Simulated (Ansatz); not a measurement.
**C2+ (sextet): wave-function methods side by side, def2-QZVPP**

The task here is to estimate one member of a computed series from the others.

Method: def2-QZVPP, core rule «outside noble gas», up to 2 orbitals frozen; program: Ansatz 0.2.0, Gaussian basis.

The runs, in order: UHF; ROHF; CCSD(T) on UHF.

## The system

The geometry is a PBE0/def2-TZVP stationary point (not a proven minimum) of the parent state, kept for this charge and spin.

2 atoms, charge 1, spin multiplicity 6.

Atoms are counted from 1 here; the program's logs count them from 0.

Bond lengths: C1–C2 1.402 Å.

Coordinates:

| atom | x (Å) | y (Å) | z (Å) |
| --- | --- | --- | --- |
| C1 | 0.0000 | 0.0000 | 0.0000 |
| C2 | 0.0000 | 0.0000 | 1.4016 |

The first run:

The input, in.yaml:

```yaml
crystal:
  periodic: [false, false, false]
  atoms:
    - {symbol: C, position_ang: [0.000000, 0.000000, 0.000000]}
    - {symbol: C, position_ang: [0.000000, 0.000000, 1.401600]}
basis:
  gaussian: {orbitals: "def2-QZVPP.json"}
total_charge: 1
magnetization: {spin_polarized: true, initial_magnetization: 5}
hamiltonian: {xc: hf}
output: {orbitals: {seedname: orbitals}}
```

The run is started by

```bash
ansatz run in.yaml --threads 1 --pin off --events-out ev --progress --plain --max-ram 2393MiB
```

Steps of the session up to this table: UHF; ROHF; CCSD(T) on UHF.

One table of the session follows, with a row left open; its other results are not shown here.

```
  method  from UCCSD(T) (kJ/mol)
    ROHF                  +380.4
     UHF                  +376.5
    UMP2                       ?
   UCCSD                   +12.6
UCCSD(T)                       0
```

Estimate the missing values for UMP2.

As computed: from UCCSD(T) (kJ/mol): +63.0. In the column «from UCCSD(T) (kJ/mol)» it lies between UCCSD (+12.6) and UHF (+376.5).
